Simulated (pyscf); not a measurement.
PySCF, gas phase, ωB97X-D3(BJ)/def2-SVP geometries.

Question: What is the homolytic dissociation enthalpy (298 K, ωB97M-D3(BJ)/def2-TZVP) of the C–F bond of H₃C–CH₂–C(F)(F)–F, to H₃C–CH₂–C•(F)–F + F•?

Answer: C–F to H₃C–CH₂–C•(F)–F + F•: 530.9 kJ/mol. The 7 functionals that were run give +511.0 (B3LYP-D3(BJ)) to +535.7 kJ/mol (M06-2X). Other isomers of H₃C–CH₂–C•(F)–F were not searched in full and may lie lower. Left out: the spin-orbit lowering of F.
